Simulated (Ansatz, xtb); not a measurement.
Two isomers of C4H3FS

Structure I is `F/C=C/C=C=S`, a singlet and structure II is `Fc1ccsc1`, a singlet. Both are isolated molecules in the gas phase, relaxed with r2SCAN-D4/def2-SVP, each in the lowest conformer that the search found.

Task: Estimate E(II) − E(I) at the level CCSD(T)/def2-SVP + ΔMP2/def2-TZVPP.

Result: Calculated at CCSD(T)/def2-SVP + ΔMP2/def2-TZVPP: E(II) − E(I) = −34.8 kcal/mol, so structure II lies lower.

Level by level:

```csv
level,geometry,E(II) − E(I) (kcal/mol),departure from the last row (kcal/mol),"job, with rough time for the two"
GFN2-xTB,GFN2-xTB,−35.8,−1.0,"optimisation, 0.16 s"
HF/STO-3G,GFN2-xTB,−60.8,−26.0,"single point, 0.54 s"
r2SCAN-D4/def2-SVP//GFN2-xTB,GFN2-xTB,−33.6,+1.2,"single point, 3.6 s"
r2SCAN-D4/def2-SVP,r2SCAN-D4/def2-SVP,−33.6,+1.2,"optimisation, 32 s"
HF/def2-SVP,r2SCAN-D4/def2-SVP,−30.1,+4.7,part of the CCSD(T) run
MP2/def2-SVP,r2SCAN-D4/def2-SVP,−35.9,−1.1,part of the CCSD(T) run
CCSD(T)/def2-SVP,r2SCAN-D4/def2-SVP,−30.8,+4.0,single point
CCSD(T)/def2-SVP + ΔMP2/def2-TZVPP,r2SCAN-D4/def2-SVP,−34.8,,"single point, 61 s"
```

As drawn, II has 3 C∷C, 2 C∷S in place of 2 C=C, 1 C–C, 1 C=S (∷ is an aromatic bond). Structure I has no ring, II a 5-membered ring (with an aromatic ring).

None of the levels shown reverses the order. The largest departure from CCSD(T)/def2-SVP + ΔMP2/def2-TZVPP is that of HF/STO-3G, 26.0 kcal/mol. The last row adds to CCSD(T) the change of the MP2 difference between the two basis sets, here −4.0 kcal/mol, a large step that makes the value less sure.

With harmonic frequencies from r2SCAN-D4/def2-SVP (ideal gas, rigid rotor, one conformer each, 298.15 K, 1 atm): the zero-point term adds +1.4 kcal/mol; ΔH is −34.3 and ΔG −32.0 kcal/mol.

The correlated steps freeze 10 core orbitals. Codes used: Ansatz 0.2.0, xtb 6.7.1; the last row on 2 threads of Intel(R) Xeon(R) Processor @ 2.70GHz on a shared host.
